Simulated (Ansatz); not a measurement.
We consider chalcopyrite ZnGeP₂, described by PBE0 (Ansatz, an electronic-structure program, PAW).

Numerical settings: plane-wave cutoff 500 eV, 6×6×6 k mesh, gaussian smearing 0.02 eV, scalar-relativistic PAW data made under PBE.

Cell (relaxed with PBEsol):

Space group I-42d (No. 122); a = 5.4243 Å, b = 5.4243 Å, c = 10.7086 Å, α = 90.00°, β = 90.00°, γ = 90.00°

```json
[
 {"atom": "Zn", "site": "4a", "symmetry": "-4..", "x": "0.0000", "y": "0.0000", "z": "0.0000"},
 {"atom": "Ge", "site": "4b", "symmetry": "-4..", "x": "0.0000", "y": "0.0000", "z": "0.5000"},
 {"atom": "P", "site": "8d", "symmetry": ".2.", "x": "0.2517", "y": "0.2500", "z": "0.1250"}
]
```
(The calculation used a cell of 8 atoms; values per cell refer to that cell.)

**Question.** What does this level give for the band gap?

**Answer.** 
band gap: 2.57 eV (on the SCF k mesh)

Measured, for comparison: band gap 2.05 eV (temperature not stated, not corrected to a static lattice, pseudodirect, our sources range from 1.80 to 2.20; as tabulated in Rashkeev et al. (1999), arXiv:cond-mat/9809378).

Note: cell and atoms aren't relaxed at this level (pressure 1.4 GPa).

Spin–orbit coupling is not included.

Static lattice: no zero-point or thermal effects.

The result took about 24 core-minutes (a rough figure).
